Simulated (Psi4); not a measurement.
# MP2/cc-pVTZ (density fitting, density fitting for correlation, sweep point 3) run of C2HClF2 (SMILES FC(F)=CCl)

What is the vertical electron affinity of C2HClF2 at MP2/cc-pVTZ (density fitting, density fitting for correlation, sweep point 3)? The job is set up through a Python script.

The calculation is run with Psi4 1.11.

## (1) The structure to begin with

C2HClF2 has 6 atoms, charge 0, and is taken as a singlet. As SMILES, `FC(F)=CCl`. Geometry: relaxed at PBE0-D4/def2-TZVP.

Bond lengths: F1–C2 1.312 Å, C2–F3 1.305 Å, C2–C4 1.321 Å, C4–Cl5 1.706 Å, C4–H6 1.079 Å. Angles: F1–C2–F3 111.1°, F1–C2–C4 123.1°, F3–C2–C4 125.8°, C2–C4–Cl5 122.3°, C2–C4–H6 120.1°, Cl5–C4–H6 117.5°.

## (2) A single-point energy at MP2/cc-pVTZ (density fitting, density fitting for correlation, sweep point 3)

Input file c2hclf2.py:

```python
import psi4

psi4.set_memory(1600000000)
psi4.set_num_threads(1)
psi4.core.set_output_file('psi4.out', False)

m = psi4.geometry("""
0 1
F      0.901010    -0.810380     1.342040
C      0.267650    -0.562200     0.220370
F      0.192510    -1.632620    -0.522730
C     -0.218360     0.626770    -0.086550
Cl    -1.039010     0.926430    -1.552100
H     -0.103800     1.452000     0.598970
symmetry c1
""")

options = {'puream': True, 'scf_type': 'df', 'num_frozen_docc': 0}
psi4.set_options(options)

E, wfn = psi4.energy('mp2/cc-pVTZ', return_wfn=True)
print(f'mp2/cc-pVTZ energy: {E:.10f} Eh')
for k, v in sorted(psi4.core.scalar_variables().items()):
    print(f'{k:45s} {v:18.10f}')
```

Command:

```bash
python c2hclf2.py
```

psi4.out, cut to the lines that bear on the results:

```text
[...]
  Running in c1 symmetry.
[...]
  Nuclear repulsion =  213.574873883427927
[...]
  Multiplicity = 1
[...]
  Nalpha       = 24
  Nbeta        = 24
[...]
    Number of basis functions: 168
[...]
   @DF-RHF iter   1:  -734.70910862974813   -3.43534e-01   2.35847e-03 DIIS/ADIIS
[...]
   @DF-RHF iter  12:  -734.77600820178804   -7.84439e-12   4.69339e-09 DIIS
[...]
    Orbital Energies [Eh]
    ---------------------
    Doubly Occupied:
       1A   -104.858112     2A    -26.362842     3A    -26.362041
       4A    -11.442847     5A    -11.308936     6A    -10.583006
       7A     -8.050043     8A     -8.047894     9A     -8.047837
      10A     -1.724597    11A     -1.658882    12A     -1.183326
      13A     -1.042002    14A     -0.893104    15A     -0.822439
      16A     -0.782542    17A     -0.762913    18A     -0.706005
      19A     -0.685785    20A     -0.665700    21A     -0.600579
      22A     -0.528695    23A     -0.471604    24A     -0.378589
[...]
  @DF-RHF Final Energy:  -734.77600820178804
   => Energetics <=
    Nuclear Repulsion Energy =            213.5748738834279266
    One-Electron Energy =               -1440.7611187763941416
    Two-Electron Energy =                 492.4102366911782269
    Total Energy =                       -734.7760082017880450
[...]
 Multipole Moments:
 ------------------------------------------------------------------------------------
     Multipole            Electronic (a.u.)      Nuclear  (a.u.)        Total (a.u.)
 ------------------------------------------------------------------------------------
 L = 1.  Multiply by 2.5417464519 to convert [e a0] to [Debye]
 Dipole X            :          0.5365379           -0.4645792            0.0719587
 Dipole Y            :         -2.2783677            2.5935583            0.3151905
 Dipole Z            :         -0.1968611            0.5147756            0.3179145
 Magnitude           :                                                    0.4534234
[...]
```

The script printed:

```text
mp2/cc-pVTZ energy: -735.8609337916 Eh
CURRENT CORRELATION ENERGY                         -1.0849255898
CURRENT ENERGY                                   -735.8609337916
CURRENT REFERENCE ENERGY                         -734.7760082018
CUSTOM SCS-MP2 CORRELATION ENERGY                  -1.0588932978
CUSTOM SCS-MP2 TOTAL ENERGY                      -735.8349014996
DD SOLVATION ENERGY                                 0.0000000000
HF KINETIC ENERGY                                 734.5152112362
HF POTENTIAL ENERGY                             -1469.2912194380
HF TOTAL ENERGY                                  -734.7760082018
HF VIRIAL RATIO                                     2.0003550600
MP2 CORRELATION ENERGY                             -1.0849255898
MP2 DOUBLES ENERGY                                 -1.0849255898
MP2 OPPOSITE-SPIN CORRELATION ENERGY               -0.8045208860
MP2 SAME-SPIN CORRELATION ENERGY                   -0.2804047038
MP2 SINGLES ENERGY                                 -0.0000000000
MP2 TOTAL ENERGY                                 -735.8609337916
NUCLEAR REPULSION ENERGY                          213.5748738834
ONE-ELECTRON ENERGY                             -1440.7611187764
PCM POLARIZATION ENERGY                             0.0000000000
PE ENERGY                                           0.0000000000
SCF ITERATION ENERGY                             -734.7760082018
SCF ITERATIONS                                     12.0000000000
SCF TOTAL ENERGY                                 -734.7760082018
SCS-MP2 CORRELATION ENERGY                         -1.0588932978
SCS-MP2 TOTAL ENERGY                             -735.8349014996
TWO-ELECTRON ENERGY                               492.4102366912
```

Wall time 6.3 s (1 thread of Intel Xeon at 2.70GHz, shared host); peak memory 0.38 GiB.

## (3) The doublet anion, same level

Input file c2hclf2.py:

```python
import psi4

psi4.set_memory('1600 MB')
psi4.set_num_threads(1)
psi4.core.set_output_file('psi4.out', False)

molecule = psi4.geometry("""
-1 2
F      0.901010    -0.810380     1.342040
C      0.267650    -0.562200     0.220370
F      0.192510    -1.632620    -0.522730
C     -0.218360     0.626770    -0.086550
Cl    -1.039010     0.926430    -1.552100
H     -0.103800     1.452000     0.598970
symmetry c1
""")

psi4.set_options({
    'basis': 'cc-pVTZ',
    'reference': 'uhf',
    'puream': True,
    'scf_type': 'df',
    'num_frozen_docc': 0,
    'maxiter': 100,
})

e = psi4.energy("mp2")
print(f'total energy {e:.8f} hartree = {e * 27.211386:.5f} eV')
for k, v in sorted(psi4.core.scalar_variables().items()):
    print(f'{k:45s} {v:18.10f}')
```

Command:

```bash
python c2hclf2.py
```

psi4.out, cut to the lines that bear on the results:

```text
[...]
  Running in c1 symmetry.
[...]
  Nuclear repulsion =  213.574873883427927
[...]
  Multiplicity = 2
[...]
  Nalpha       = 25
  Nbeta        = 24
[...]
    Number of basis functions: 168
[...]
   @DF-UHF iter   1:  -734.56192542927977   -1.96351e-01   2.66564e-03 DIIS/ADIIS
[...]
   @DF-UHF iter  17:  -734.66238814702240   -2.16005e-11   8.74270e-09 DIIS
[...]
   @S^2 Observed:                7.684112926E-01
[...]
    Orbital Energies [Eh]
    ---------------------
    Alpha Occupied:
       1A   -104.624702     2A    -26.101705     3A    -26.098525
       4A    -11.091668     5A    -10.994730     6A    -10.349381
       7A     -7.815909     8A     -7.815183     9A     -7.815063
      10A     -1.466600    11A     -1.402655    12A     -0.932995
      13A     -0.780154    14A     -0.635946    15A     -0.562873
      16A     -0.556397    17A     -0.510328    18A     -0.477140
      19A     -0.432719    20A     -0.397702    21A     -0.350247
      22A     -0.310069    23A     -0.241639    24A     -0.181968
      25A      0.064644
    Alpha Virtual:
[...]
  @DF-UHF Final Energy:  -734.66238814702240
   => Energetics <=
    Nuclear Repulsion Energy =            213.5748738834279266
    One-Electron Energy =               -1452.9732111967550736
    Two-Electron Energy =                 504.7359491663047493
    Total Energy =                       -734.6623881470223978
  UHF NO Occupations:
  HONO-2 :   23  A 1.9977497
  HONO-1 :   24  A 1.9946812
[...]
 Multipole Moments:
 ------------------------------------------------------------------------------------
     Multipole            Electronic (a.u.)      Nuclear  (a.u.)        Total (a.u.)
 ------------------------------------------------------------------------------------
 L = 1.  Multiply by 2.5417464519 to convert [e a0] to [Debye]
 Dipole X            :          0.5446951           -0.4645792            0.0801159
 Dipole Y            :         -2.8548774            2.5935583           -0.2613191
 Dipole Z            :         -0.5004225            0.5147756            0.0143530
 Magnitude           :                                                    0.2737010
[...]
```

Standard output:

```text
total energy -735.75309605 hartree = -20020.86150 eV
CURRENT CORRELATION ENERGY                         -1.0907079035
CURRENT ENERGY                                   -735.7530960505
CURRENT REFERENCE ENERGY                         -734.6623881470
CUSTOM SCS-MP2 CORRELATION ENERGY                  -1.0610661855
CUSTOM SCS-MP2 TOTAL ENERGY                      -735.7234543325
DD SOLVATION ENERGY                                 0.0000000000
HF KINETIC ENERGY                                 735.2427041550
HF POTENTIAL ENERGY                             -1469.9050923020
HF TOTAL ENERGY                                  -734.6623881470
HF VIRIAL RATIO                                     1.9992107150
MP2 CORRELATION ENERGY                             -1.0907079035
MP2 DOUBLES ENERGY                                 -1.0907079035
MP2 OPPOSITE-SPIN CORRELATION ENERGY               -0.8048040973
MP2 SAME-SPIN CORRELATION ENERGY                   -0.2859038062
MP2 SINGLES ENERGY                                 -0.0000000000
MP2 TOTAL ENERGY                                 -735.7530960505
NUCLEAR REPULSION ENERGY                          213.5748738834
ONE-ELECTRON ENERGY                             -1452.9732111968
PCM POLARIZATION ENERGY                             0.0000000000
PE ENERGY                                           0.0000000000
SCF ITERATION ENERGY                             -734.6623881470
SCF ITERATIONS                                     17.0000000000
SCF TOTAL ENERGY                                 -734.6623881470
SCS-MP2 CORRELATION ENERGY                         -1.0610661855
SCS-MP2 TOTAL ENERGY                             -735.7234543325
TWO-ELECTRON ENERGY                               504.7359491663
```

Run time: 8.7 s. Hardware: 1 thread of Intel Xeon at 2.70GHz, shared host; peak memory 0.38 GiB.

## (4) Results

At MP2/cc-pVTZ (density fitting, density fitting for correlation, sweep point 3):

| quantity | value |
| --- | --- |
| singlet C2HClF2: total energy | -735.86093 Eh |
| singlet C2HClF2: HOMO energy (Hartree–Fock orbitals) | -10.30 eV |
| singlet C2HClF2: LUMO energy (Hartree–Fock orbitals) | 4.23 eV |
| singlet C2HClF2: HOMO–LUMO gap (Hartree–Fock orbitals) | 14.53 eV |
| singlet C2HClF2: correlation energy | -1084.9 mEh |
| doublet anion: total energy | -735.75310 Eh |
| doublet anion: HOMO energy (Hartree–Fock orbitals) (highest over α and β) | 1.76 eV |
| doublet anion: LUMO energy (Hartree–Fock orbitals) (lowest over α and β) | 9.44 eV |
| doublet anion: correlation energy | -1090.7 mEh |
| doublet anion: ⟨S²⟩ of the reference determinant | 0.768 |
| vertical electron affinity (to the doublet anion) | -2.934 eV |

**Reading.** The anion lies 2.93 eV (283 kJ/mol) above the neutral: the electron isn't bound at this level, and such a value depends on the basis. Without diffuse functions anions come out too high. The HOMO (doublet anion) lies at positive energy, 1.76 eV: the electron is unbound at this level or held by a compact basis; values depend on the basis.
